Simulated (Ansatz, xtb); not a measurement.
Relative energy of two structures of CH2MgSi

Structure a: a triplet given by its coordinates. Structure b: a singlet given by its coordinates. Both are isolated molecules in the gas phase, relaxed with PBE0-D4/def2-TZVP.

a (Å):

```xyz
5

C     0.4639   -0.4785    0.3833
Mg   -1.0841   -0.7223    2.0186
Si   -0.9455   -0.2083   -0.6871
H     1.2802    0.2345    0.5161
H     0.7802   -1.4862    0.7025
```

Close contacts (Å): C1–Mg2 2.26, C1–Si3 1.79, Mg2–Si3 2.76, C1–H4 1.09, C1–H5 1.10, Mg2–H5 2.41.

b (Å):

```yaml
atoms:
  - { symbol: C, position_ang: [0.3626, 0.5428, 0.3042] }
  - { symbol: Mg, position_ang: [-1.2986, -1.5924, -1.6916] }
  - { symbol: Si, position_ang: [1.0077, -0.2964, -1.0645] }
  - { symbol: H, position_ang: [1.0468, 1.2033, 0.8446] }
  - { symbol: H, position_ang: [-0.6286, 0.5378, 0.7448] }
```

Close contacts (Å): C1–Si3 1.73, Mg2–Si3 2.72, C1–H4 1.09, C1–H5 1.08.

Task: Estimate which is lower in electronic energy at CCSD(T)/def2-TZVPP, and by roughly how much.

Result: The CCSD(T)/def2-TZVPP calculation puts structure b lower, by 52.0 kJ/mol.

Level by level:

```csv
level,geometry,E(b) − E(a) (kJ/mol),departure from the last row (kJ/mol),"job, with rough time for the two"
HF/STO-3G,GFN2-xTB,+21.6,+73.7,"single point, 0.26 s"
r2SCAN-D4/def2-SVP,GFN2-xTB,−30.6,+21.4,"single point, 3.2 s"
PBE0-D4/def2-TZVP,PBE0-D4/def2-TZVP,−38.9,+13.2,"optimisation, 70 s"
HF/def2-TZVPP,PBE0-D4/def2-TZVP,+32.8,+84.8,part of the CCSD(T) run
MP2/def2-TZVPP,PBE0-D4/def2-TZVP,−41.2,+10.8,part of the CCSD(T) run
CCSD(T)/def2-TZVPP,PBE0-D4/def2-TZVP,−52.0,,"single point, 58 s"
```

HF/STO-3G, HF/def2-TZVPP put the two in the other order. The largest departure from CCSD(T)/def2-TZVPP is that of HF/def2-TZVPP, 84.8 kJ/mol. The triplet state of a needn't be its ground state.

With harmonic frequencies from PBE0-D4/def2-TZVP (ideal gas, rigid rotor, one conformer each, 400 K, 1 atm): on the last row, ΔE + ΔZPE = −52.3, ΔH = −51.2, ΔG = −51.7 kJ/mol.

Open shells are spin-unrestricted. The correlated steps freeze 7 core orbitals; the last core shell of Mg is correlated, in a basis made for valence electrons. ΔG holds the spin degeneracy. Mirror images aren't counted in ΔG. Codes used: Ansatz 0.2.0, xtb 6.7.1; the last row on 2 threads of Arm Neoverse V1 on a shared host.
